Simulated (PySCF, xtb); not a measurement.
Homolysis of single bonds, series B F-OH. Gas-phase values, no solvent. One relaxed conformer stands for each flexible species; it need not be the lowest. Strings in code marks are SMILES.

Quantity: homolytic bond dissociation enthalpy at 298 K (no spin–orbit term), in kcal/mol. Thermal and zero-point terms are GFN2-xTB rigid-rotor harmonic values (xtb).

Level 1: B3LYP-D3(BJ)/def2-TZVP // PBE0-D4/def2-TZVP (PySCF)
Level 2: PBE-D3(BJ)/def2-TZVP // PBE0-D4/def2-TZVP (PySCF)
Level 3: HF/3-21G // PBE0-D4/def2-TZVP (PySCF)
Level 4: HF/6-31G* // PBE0-D4/def2-TZVP (PySCF)

| species | level 1 | level 2 | level 3 | level 4 |
|---|---|---|---|---|
| O–B bond of `OB(F)F` (H–O–B–F torsion 180°), giving `F[B]F` and `[OH]` | 147.0 | 149.0 | 122.0 | 119.3 |
| B–F bond of `OB(O)F` (H–O–B–F torsion 0°, F–B–O–H torsion 180°), giving `O[B]O` (H–O–B–O torsion -180°, O–B–O–H torsion 180°) and `[F]` | 165.3 | 167.8 | 130.7 | 133.2 |
| F–B bond of `FB(F)F`, giving `F[B]F` and `[F]` | 167.0 | 169.6 | 129.6 | 133.8 |
